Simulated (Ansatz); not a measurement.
Two shapes of singlet C2H6O.

Shape 1:

```xyz
9

C     0.0000    0.0000    0.0000
C     0.0000    0.0000    1.5200
O     0.0000    1.3600   -0.4419
H    -0.8818   -0.5183   -0.3766
H     0.8818   -0.5183   -0.3766
H     0.0000   -1.0275    1.8839
H     0.8898    0.5137    1.8839
H    -0.8898    0.5137    1.8839
H     0.0000    1.3853   -1.4066
```

Shape 2:

```xyz
9

C     0.0216   -0.0451   -0.0011
C    -0.0198    0.0390    1.5442
O    -0.0204    1.3342   -0.4043
H    -0.8630   -0.5064   -0.4214
H     0.8492   -0.4827   -0.3896
H     0.0382   -1.0146    1.9135
H     0.8505    0.5446    1.8856
H    -0.8451    0.5173    1.9059
H    -0.0008    1.4240   -1.3750
```

Basis set: cc-pVDZ (spherical functions). Correlated methods keep 3 orbitals frozen. Charge 0, multiplicity 1.

Computed with Ansatz (development build ahead of 0.2.0); each method stands on the lowest determinant of its kind that the runs found.

(1) Which shape is lower in energy, and by how much in each method?

Answers

(1)

| method | E(2) − E(1) (eV) |
| --- | --- |
| RHF | 0.398 |
| RHF-MP2 | 0.446 |

Shape 1 is lower.
